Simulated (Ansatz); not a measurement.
For wurtzite CdSe, PBE0 (plane waves, PAW; Ansatz, an electronic-structure program) gives:

- equilibrium lattice constant a: 4.344 Å
- c axis length: 7.084 Å
- cohesive energy: 2.39 eV/atom

Problem. What does Hartree–Fock (Ansatz, PAW) give for the same quantities?

Solution. 
- lattice constant a: 4.461 Å (goes up by 2.7 %)
- lattice parameter c: 7.261 Å (increases by 2.5 %)
- cohesive energy: 1.62 eV/atom (drops by 0.77 eV/atom)

For comparison: lattice constant a 4.298 Å (measured, temperature not stated, no zero-point or thermal correction; as tabulated in PVEducation, CdSe (wurtzite), citing its ref. 1); lattice parameter c 7.015 Å (measured, temperature not stated, not corrected to a static lattice; as tabulated in PVEducation, CdSe (wurtzite), citing its ref. 1).

Changes are worked out from the printed values.

Unless a cell is named, each level is at its own relaxed cell (PBE0 28.95, Hartree–Fock 31.28 Å³/atom).

Ansatz's density-functional and Hartree–Fock values are scalar-relativistic unless marked +SOC, with PAW data made under PBE.
